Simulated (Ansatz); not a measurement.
Ansatz (a quantum-chemistry and plane-wave program) input (HF/aug-cc-pVTZ): A basis named .json is the Basis Set Exchange file of that set (core-valence sets with the plain set on hydrogen).

Ansatz 0.2 input:
```yaml
crystal:
  periodic: [false, false, false]
  atoms:
    - {symbol: N, position_ang: [-0.00000000, -0.00000000, -0.54544247]}
    - {symbol: N, position_ang: [0.00000000, 0.00000000, 0.54544247]}
basis:
  gaussian:
    orbitals: aug-cc-pVTZ
    fitting: {mean_field: cc-pVTZ-JKFIT.json}
hamiltonian:
  xc: {name: HF}
magnetization: {spin_polarized: false}
```

Output:

```
Functional definition: HF
integrals: 0.01 GiB planned
158 factors; integrals over basis functions are off by at most 5.5e-1 eV
mean field: 0.07 GiB planned
mean field evaluation 1: about -2965.3302 eV, gradient 1.1e1 eV
mean field evaluation 2: about -2965.6323 eV, gradient 2.6e0 eV
mean field evaluation 4: about -2965.6534 eV, gradient 7.2e-2 eV
mean field -2965.65344859 eV, -108.9857540436 hartree, gradient 1.5e-5 eV, S^2 0.000000; 0 other end points of the search recorded, 0 dependent functions left out
reference -2965.65344859 eV, -108.9857540436 hartree; 7, 7 occupied and 85, 85 virtual orbitals, 158 factors
Total energy: -2965.65344859 eV, -108.9857540436 hartree
```
